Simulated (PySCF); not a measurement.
All values below come from M06-2X/def2-TZVP // PBE0-D3(BJ)/def2-SVP run with PySCF. All species are isolated molecules in the gas phase. Delta-SCF ions had no search for a lower state. 

Reference species (SMILES): `O` (neutral, multiplicity 1).

The HOMO–LUMO gap is 12.30 eV and the vertical ionisation energy (Delta-SCF) comes out as 12.71 eV. The HOMO is -10.86 eV. The dipole moment comes out as 2.13 D.

Changed species: `N` (free base NH3; the reference has free base H2O).

Task: What does the change do to the HOMO–LUMO gap, vertical ionisation energy (Delta-SCF), HOMO and dipole moment?

Result: the HOMO–LUMO gap falls by 1.39 eV, to 10.91 eV; the vertical ionisation energy (Delta-SCF) falls by 1.71 eV, to 11.00 eV; the HOMO increases by 1.55 eV, to -9.31 eV; the dipole moment drops by 0.33 D, to 1.80 D.
